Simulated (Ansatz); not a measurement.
Reaction: C3H8O (SMILES CCCO) → C2H5 (SMILES [CH2]C, doublet) + CH3O (SMILES O[CH2], doublet) (the C-C bond breaks)
Each species at its own B3LYP-D3(BJ)/def2-TZVP minimum (Ansatz, an electronic-structure program), one conformer.

Property: bond dissociation energy (electronic), in kJ/mol. UHF or UKS for unpaired electrons; spin-orbit terms are left out. CBS(X,Y): correlation extrapolated as X^-3, Hartree-Fock from the larger set. A bracket is a step between two methods taken in the basis named. The functionals are non-relativistic, so their misses hold any scalar relativity. '+ core + X2C': CCSD(T) terms for core correlation (cc-pwCVTZ) and scalar relativity (cc-pVTZ-DK).

CCSD(T)/CBS(cc-pVTZ,cc-pVQZ) + [CCSDT(Q) - CCSD(T)]/cc-pVDZ + core + X2C (Ansatz) gives 385.7 kJ/mol.

Problem. How far off this value is PBE/def2-TZVPD (Ansatz), in which direction, and which of these levels come nearer: PBE0/def2-TZVPD, wB97M-V/def2-TZVPD, CCSD(T)/CBS(cc-pVTZ,cc-pVQZ) + core + X2C?

Solution. PBE gives 359.4 kJ/mol, 26.3 kJ/mol below it. Differences of the others: PBE0/def2-TZVPD (Ansatz) -24.9; wB97M-V/def2-TZVPD (Ansatz) -5.3; CCSD(T)/CBS(cc-pVTZ,cc-pVQZ) + core + X2C (Ansatz) 0.5 kJ/mol. Nearer than PBE: PBE0/def2-TZVPD, wB97M-V/def2-TZVPD, CCSD(T)/CBS(cc-pVTZ,cc-pVQZ) + core + X2C.
